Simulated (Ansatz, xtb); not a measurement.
Molecule: C$_{3}$H$_{6}$Cl (charge -1, singlet). It need not be the lowest isomer of its formula. Whether it binds its extra electron was not tested at this geometry. SMILES: CC[CH-]Cl
Geometry from a B3LYP-D3(BJ)/def2-TZVP (Ansatz, a program for electronic structure) optimisation:
```
C
H 1 1.0975
H 1 1.1110 2 105.45
C 1 1.5210 2 109.71 3 125.23
H 4 1.1043 1 106.33 2 -168.54
C 1 1.5332 2 108.62 3 -115.63
H 6 1.0933 1 110.25 2 -63.13
H 6 1.0955 7 107.23 1 120.62
H 6 1.0966 7 108.93 8 116.18
Cl 4 1.9580 5 97.70 1 -107.32
```
Charge -1, spin multiplicity 1.

Harmonic wavenumbers from GFN2-xTB (xtb, at its own minimum), cm⁻¹: 100, 210, 224, 326, 599, 817, 887, 954, 1062, 1092, 1137, 1241, 1286, 1317, 1393, 1509, 1518, 1523, 2559, 2690, 2879, 2937, 2988, 3007.

Question: Give the harmonic wavenumbers at B3LYP-D3(BJ)/def2-TZVP (Ansatz, finite differences of forces, unscaled).

Answer: 112, 223, 232, 304, 516, 804, 857, 919, 1009, 1085, 1099, 1237, 1269, 1308, 1373, 1475, 1488, 1503, 2799, 2900, 2973, 2987, 3034, 3061 cm⁻¹. Zero-point energy 49.4 kcal/mol.

Question: From these and the geometry, give the ideal-gas thermochemistry at 298.15 K and 1 atm (rigid rotor, harmonic oscillator).

Answer: Point group C1, rotational symmetry number 1. Rotational constants 27.09, 2.312, 2.206 GHz. S(trans) 38.96, S(rot) 25.26, S(vib) 9.92, S(elec, spin only) 0.00, S 74.1 cal/(mol K). H(298) - H(0) 4.08 kcal/mol; G - E(el) 31.4 kcal/mol.
